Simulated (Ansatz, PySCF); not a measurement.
Reaction (SMILES): C[S] → C[S-] (an electron is taken up)
Structures are relaxed separately at B3LYP-D3(BJ)/def2-TZVP in Ansatz (a program for electronic structure).

Quantity: adiabatic electron affinity (0 K, with B3LYP-D3(BJ) harmonic zero-point energies from PySCF), positive where the reaction releases energy, in eV. Correlated levels leave the core frozen unless marked. Open shells are spin-unrestricted. Spin-orbit coupling is left out. Non-relativistic. Anions need diffuse functions: aug- sets have them; def2-D sets add few; the other sets have none. Basis-set limits of correlation are two-point, X^-3; Hartree-Fock from the larger set. [CCSD(T)-MP2]/basis is that difference in the basis named.

| level | program | adiabatic electron affinity (eV) | minus last row |
|---|---|---|---|
| HF/cc-pV(D+d)Z | Ansatz | 0.17 | -1.73 |
| B3LYP/def2-TZVPD | Ansatz | 1.82 | -0.08 |
| M06-2X/def2-TZVPD | PySCF | 1.83 | -0.07 |
| B2GP-PLYP/def2-TZVPD | Ansatz | 1.75 | -0.15 |
| MP2/aug-cc-pV(T+d)Z | Ansatz | 1.88 | -0.02 |
| RI-MP2/aug-cc-pV(T+d)Z | Ansatz | 1.88 | -0.02 |
| RI-MP2/CBS(def2-TZVPPD,def2-QZVPPD) | Ansatz | 1.96 | 0.06 |
| SCS-MP2/cc-pV(D+d)Z | Ansatz | 0.89 | -1.01 |
| RI-MP2/CBS(def2-TZVPPD,def2-QZVPPD)+[CCSD(T)-MP2]/def2-SVPD | Ansatz | 1.89 | -0.01 |
| RI-MP2/CBS(aug-cc-pV(T+d)Z,aug-cc-pV(Q+d)Z)+[CCSD(T)-MP2]/aug-cc-pV(T+d)Z | Ansatz | 1.90 | 0.00 |
